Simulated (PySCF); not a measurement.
Species: C4H5ClF (doublet state).
Geometry (GFN2-xTB, Å), atoms numbered from 1 in this order:
```xyz
11
C4H5ClF angstrom
C      1.5397   -0.0836   -0.1523
C      0.1237   -0.1445   -0.5312
C     -1.0530   -0.7053    0.1109
Cl    -0.9993   -1.1512    1.8353
C     -0.9976    0.7643   -0.3039
F     -0.9025    1.7367    0.6552
H      2.0926    0.5309   -0.8620
H      1.9687   -1.0831   -0.1185
H      1.6547    0.3755    0.8372
H     -1.7590   -1.3417   -0.4055
H     -1.6626    1.1046   -1.0913
```

Identity: `C[C]1[C@@H](Cl)[C@H]1F` [radical].

Computed, not measured: UKS B3LYP, pcH-1 on C Cl F H, non-relativistic, mean-field spin-orbit, GIAO in PySCF. Geometry: GFN2-xTB; no solvent, vibrations or thermal averaging. The geometry wasn't refined by DFT: couplings that depend on bond lengths, twists or pyramidal angles can differ widely from those at the functional's own minimum. The SCF solution wasn't tested for stability.

(1) The isotropic 13C couplings are +220.7, -18.4, -9.1, -4.4 MHz. Assign them to C1; C2; C3; C5.

Results:

(1) 
```tsv
site	a_iso (MHz)	ρ(0) (bohr⁻³)	position	distance from C2 (Å)	spin population	largest |T| (MHz)
C1	-18.4	-0.0164	1 bond from C2	1.47	-0.05	3.4
C2	+220.7	+0.1963	largest spin population	0.00	+0.84	137.5
C3	-9.1	-0.0081	1 bond from C2	1.45	-0.01	9.7
C5	-4.4	-0.0039	1 bond from C2	1.46	+0.01	8.6
```

ρ(0) is the spin density at the nucleus and T the dipolar tensor; a_iso includes a spin–orbit part; entries for several nuclei are means. The largest Mulliken spin population is on C2 (+0.84). The angles at C2 add up to 328.8°, so it is pyramidal.

The spin density at the nucleus, in bohr⁻³, is negative for C1 (-0.0164), C3 (-0.0081) and C5 (-0.0039), for instance. A restricted open-shell determinant has no negative spin density anywhere; here it arises because α and β orbitals differ (spin polarisation).

Nuclei that the bonding pattern makes equivalent are averaged, as if the motion that swaps them (rotation, inversion, ring flip) were fast. The three 1H nuclei of mean +63.8 MHz run from 16.7 to 132.1 MHz in the frozen geometry.

Hardware: an Arm Neoverse V2 with one thread, shared host with 96 logical CPUs at a one-minute load of 38. Cost: 38 s wall (grids of density and orbitals included), 0.74 GiB resident at most.
